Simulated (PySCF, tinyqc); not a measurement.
RKS/LDA (PW92) in the sto-3g basis, for CH+, spin multiplicity 1, step by step. The lowest restricted solution is unstable here: a spin-polarised one lies 0.0063 hartree lower (PySCF). One step of it, computed by the program tinyqc.

Problem. Iteration 2: building the Kohn-Sham matrix. J_ij = sum D_kl (ij|kl); F = H + J + V_xc; E = tr D H + tr D J / 2 + E_xc + E_nn.

D after iteration 1:
```
,1C 1s,1C 2s,1C 2px,1C 2py,1C 2pz,2H 1s
1C 1s,1.791631,-0.361740,-0.113337,0.101570,-0.313901,0.180638
1C 2s,-0.361740,1.689417,-0.060906,-0.114030,0.561213,0.245503
1C 2px,-0.113337,-0.060906,1.867816,-0.126527,-0.198693,0.371808
1C 2py,0.101570,-0.114030,-0.126527,0.034532,-0.086862,0.000995
1C 2pz,-0.313901,0.561213,-0.198693,-0.086862,0.426987,-0.079959
2H 1s,0.180638,0.245503,0.371808,0.000995,-0.079959,0.341930
```

core Hamiltonian H = T + V (hartree):
```
,1C 1s,1C 2s,1C 2px,1C 2py,1C 2pz,2H 1s
1C 1s,-18.002702,-4.337995,0.000000,0.000000,-0.004176,-0.086738
1C 2s,-4.337995,-4.958589,0.000000,0.000000,-0.048722,-0.328718
1C 2px,0.000000,0.000000,-3.904453,0.000000,0.000000,0.000000
1C 2py,0.000000,0.000000,0.000000,-3.904453,0.000000,0.000000
1C 2pz,-0.004176,-0.048722,0.000000,0.000000,-3.925757,-0.369281
2H 1s,-0.086738,-0.328718,0.000000,0.000000,-0.369281,-1.912893
```

Two-electron integrals (ij|kl) in chemists' order, unique and non-zero (hartree):
```
i,j,k,l,(ij|kl)
1,1,1,1,3.541948
2,1,1,1,0.576921
2,1,2,1,0.111888
2,2,1,1,0.854682
2,2,2,1,0.205284
2,2,2,2,0.624709
3,1,3,1,0.020296
3,2,3,1,0.030858
3,2,3,2,0.137996
3,3,1,1,0.852436
3,3,2,1,0.205335
3,3,2,2,0.624568
3,3,3,3,0.672833
4,1,4,1,0.020296
4,2,4,1,0.030858
4,2,4,2,0.137996
4,3,4,3,0.036269
4,4,1,1,0.852436
4,4,2,1,0.205335
4,4,2,2,0.624568
4,4,3,3,0.600295
4,4,4,4,0.672833
5,1,5,1,0.020296
5,2,5,1,0.030858
5,2,5,2,0.137996
5,3,5,3,0.036269
5,4,5,4,0.036269
5,5,1,1,0.852436
5,5,2,1,0.205335
5,5,2,2,0.624568
5,5,3,3,0.600295
5,5,4,4,0.600295
5,5,5,5,0.672833
6,1,1,1,0.011365
6,1,2,1,0.002196
6,1,2,2,0.004042
6,1,3,3,0.004030
6,1,4,4,0.004030
6,1,5,1,0.000148
6,1,5,2,0.000279
6,1,5,5,0.004068
6,1,6,1,0.000044
6,2,1,1,0.044714
6,2,2,1,0.010970
6,2,2,2,0.039284
6,2,3,3,0.038271
6,2,4,4,0.038271
6,2,5,1,0.001042
6,2,5,2,0.008493
6,2,5,5,0.041267
6,2,6,1,0.000227
6,2,6,2,0.004271
6,3,3,1,0.000840
6,3,3,2,0.005096
6,3,5,3,0.001514
6,3,6,3,0.000392
6,4,4,1,0.000840
6,4,4,2,0.005096
6,4,5,4,0.001514
6,4,6,4,0.000392
6,5,1,1,0.049650
6,5,2,1,0.012285
6,5,2,2,0.046148
6,5,3,3,0.044244
6,5,4,4,0.044244
6,5,5,1,0.001699
6,5,5,2,0.013172
6,5,5,5,0.049902
6,5,6,1,0.000260
6,5,6,2,0.005810
6,5,6,5,0.008149
6,6,1,1,0.241048
6,6,2,1,0.059864
6,6,2,2,0.240647
6,6,3,3,0.233841
6,6,4,4,0.233841
6,6,5,1,0.004166
6,6,5,2,0.048052
6,6,5,5,0.254161
6,6,6,1,0.001226
6,6,6,2,0.039159
6,6,6,5,0.059014
6,6,6,6,0.774606
```

nuclear repulsion = 1.44649807 hartree

V_xc (hartree):
```
,1C 1s,1C 2s,1C 2px,1C 2py,1C 2pz,2H 1s
1C 1s,-2.061322,-0.304331,0.002581,-0.000109,-0.002889,-0.006076
1C 2s,-0.304331,-0.518636,0.003371,0.008716,-0.044248,-0.031224
1C 2px,0.002581,0.003371,-0.564254,0.006192,0.008440,0.000262
1C 2py,-0.000109,0.008716,0.006192,-0.480737,0.003615,0.000396
1C 2pz,-0.002889,-0.044248,0.008440,0.003615,-0.500978,-0.037574
2H 1s,-0.006076,-0.031224,0.000262,0.000396,-0.037574,-0.300448
```

E_xc = sum of w rho eps_xc = -4.41127211 hartree

Give: Coulomb J; Kohn-Sham matrix F; total energy of this density.

Solution.

Coulomb J (hartree):
```
,1C 1s,1C 2s,1C 2px,1C 2py,1C 2pz,2H 1s
1C 1s,9.4585,1.8025,-0.0077,-0.0029,0.0236,0.0357
1C 2s,1.8025,3.9886,-0.0200,-0.0252,0.1541,0.2525
1C 2px,-0.0077,-0.0200,4.0608,-0.0092,-0.0133,-0.0011
1C 2py,-0.0029,-0.0252,-0.0092,3.9278,-0.0063,-0.0013
1C 2pz,0.0236,0.1541,-0.0133,-0.0063,3.9638,0.2990
2H 1s,0.0357,0.2525,-0.0011,-0.0013,0.2990,1.6749
```

Kohn-Sham matrix F (hartree):
```
,1C 1s,1C 2s,1C 2px,1C 2py,1C 2pz,2H 1s
1C 1s,-10.6055,-2.8399,-0.0052,-0.0030,0.0165,-0.0571
1C 2s,-2.8399,-1.4886,-0.0166,-0.0165,0.0611,-0.1075
1C 2px,-0.0052,-0.0166,-0.4080,-0.0030,-0.0048,-0.0009
1C 2py,-0.0030,-0.0165,-0.0030,-0.4574,-0.0027,-0.0009
1C 2pz,0.0165,0.0611,-0.0048,-0.0027,-0.4630,-0.1078
2H 1s,-0.0571,-0.1075,-0.0009,-0.0009,-0.1078,-0.5384
```

total energy of this density = -34.086048 hartree

This density is a damped mixture and is not idempotent.
